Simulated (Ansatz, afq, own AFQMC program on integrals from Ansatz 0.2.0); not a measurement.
# AFQMC, coupled cluster and functionals along a coordinate of CO, triplet

```yaml
atoms:
  - { symbol: O, position_ang: [0.0000, 0.0000, 0.0000] }
  - { symbol: C, position_ang: [0.0000, 0.0000, 1.1955] }
```

The O1–C2 distance is changed with both sides rigid. Energies in kJ/mol count from this geometry (1.196 Å) at the same level; the start stands on UHF, each point on the determinant named.

Basis 6-31G. Noble-gas cores (and the filled d shells of Ga–Kr and In–Xe) are frozen. Ansatz 0.2.0 and our own AFQMC program on the same integrals; the CISD trial comes from CCSD amplitudes, and released means the phaseless constraint is let go. Uncertainties: one standard error, sampling alone.

Cautions, each for one point or more: (Q) is large, so the cluster series hasn't closed; CCSDT(Q) on the ROHF determinant differs, perhaps since the unrestricted series falls towards higher spin; cluster runs in doubt by the program's own checks; lower spins were not checked; strong correlation; the determinant fills πx and πy unequally, so it mixes two states of the linear molecule, and each level undoes that mixture to a different degree, while full CI gives the lower state; the next higher spin lies close; unrestricted determinant slightly spin contaminated; unrestricted determinant spin contaminated; walk and cluster series may follow different spin states.

```json
{"r(O1–C2) / Å": "1.065", "det.": "UHF", "T1": "0.029", "weight": "0.92", "⟨S²⟩": "2.08", "PBE0": "146.8", "CCSD": "169.0", "CCSD(T)": "171.2"}
{"r(O1–C2) / Å": "1.289", "det.": "UHF", "T1": "0.087", "weight": "0.76", "⟨S²⟩": "2.50", "PBE0": "3.8", "CCSD": "-11.8", "CCSD(T)": "-12.7"}
{"r(O1–C2) / Å": "1.662", "det.": "UHF†", "T1": "0.042", "weight": "0.86", "⟨S²⟩": "2.04", "PBE0": "138.0", "CCSD": "125.2", "CCSD(T)": "115.6"}
{"r(O1–C2) / Å": "2.173", "det.": "UHF†", "T1": "0.100", "weight": "0.61", "⟨S²⟩": "2.80", "PBE0": "342.0§", "CCSD": "278.8", "CCSD(T)": "269.6"}
{"r(O1–C2) / Å": "3.168", "det.": "UHF†", "T1": "0.005", "weight": "0.58", "⟨S²⟩": "3.00", "PBE0": "453.4§", "CCSD": "338.4", "CCSD(T)": "335.1"}
```

(1) Estimate the curve of full CI, counted from the same start.

Answers

(1) 
```csv
r(O1–C2) / Å,det.,T1,weight,⟨S²⟩,FCI,ph-AFQMC/CISD
1.065,UHF,0.029,0.92,2.08,173.9,172.9 ± 0.6
1.289,UHF,0.087,0.76,2.50,-15.0,-14.5 ± 0.6
1.662,UHF†,0.042,0.86,2.04,90.7,113.2 ± 0.8
2.173,UHF†,0.100,0.61,2.80,241.5,266.0 ± 1.0
3.168,UHF†,0.005,0.58,3.00,336.3,345.5 ± 0.9
```

Weight is that of the determinant in the CISD state; at the start T1 is 0.061 and the weight 0.84, and ⟨S²⟩ is 2.28. A dagger marks points whose determinant fills other symmetries than the start's, so the wave-function levels may follow another state there, or a degenerate partner. § marks a functional whose ⟨S²⟩ is too high by over 0.1. Largest departures from full CI: CCSD(T) 28.1 kJ/mol at 2.173 (on UHF), ph-AFQMC/CISD 24.5 kJ/mol at 2.173 (on UHF), PBE0 -27.0 kJ/mol at 1.065, CCSD 37.4 kJ/mol at 2.173 (on UHF). Functionals count only at points shown to share the start's state and spin. In this small basis the wave-function levels are far from their limit, so their gap to the functionals isn't the functionals' error. In total energy ph-AFQMC/CISD lies 34 ± 5 meV above full CI at the start, so its agreement along the curve rests in part on cancellation.
